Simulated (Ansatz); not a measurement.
**Worked example: correlation energy of GeH₂, triplet**

Geometry: a PBE0/def2-TZVP stationary point for this spin, not checked as a minimum. The singlet lies 0.4 eV lower here.

```yaml
atoms:
  - { symbol: Ge, position_ang: [0.0000, -0.0208, 0.0000] }
  - { symbol: H, position_ang: [0.0000, 0.7490, -1.3344] }
  - { symbol: H, position_ang: [0.0000, 0.7490, 1.3344] }
```

Basis cc-pVDZ; Ansatz 0.2.0. Only valence electrons are correlated (noble-gas cores and the filled d shells of p-block atoms frozen), which leaves 6 electrons in 23 orbitals. R marks a restricted (for open shells ROHF) determinant. No spin–orbit coupling is included, and no scalar relativity.

Full CI is exact within this basis and frozen core; it isn't the basis-set limit.

Runs differ by some tens of microhartree through their thresholds and, for an open shell, their frozen cores, so steps under 0.03 kcal/mol mean nothing.

```json
{"level": "RHF", "total energy (hartree)": "-2076.426862"}
{"level": "RMP2", "total energy (hartree)": "-2076.497908"}
{"level": "RCCSD", "total energy (hartree)": "-2076.518782"}
{"level": "RCCSD(T)", "total energy (hartree)": "-2076.520540"}
{"level": "RCCSDT", "total energy (hartree)": "-2076.521087"}
{"level": "RCCSDT(Q)", "total energy (hartree)": "-2076.521120"}
{"level": "RCCSDTQ", "total energy (hartree)": "-2076.521128"}
{"level": "full CI", "total energy (hartree)": "-2076.521105"}
```

Problem. What is the correlation energy at full CI, and what share of it do RMP2 and RCCSD recover?

Solution. E(corr) = -2076.521105 − (-2076.426862) = -0.094243 hartree = -2.564 eV. RMP2: -0.071046 / -0.094243 = 75.39 %. RCCSD: -0.091920 / -0.094243 = 97.54 %.

Problem. By how many kcal/mol does RCCSD(T) miss full CI (1 hartree = 627.509 kcal/mol), and which steps make up the rest?

Solution. -2076.520540 − (-2076.521105) = 0.000565 hartree = 0.35 kcal/mol. Steps: RCCSDT − RCCSD(T) = -0.34, RCCSDT(Q) − RCCSDT = -0.02, RCCSDTQ − RCCSDT(Q) = -0.01, full CI − RCCSDTQ = 0.01 kcal/mol. That is within 1 kcal/mol of the reference in this basis, which itself misses far more of the correlation at the basis-set limit.
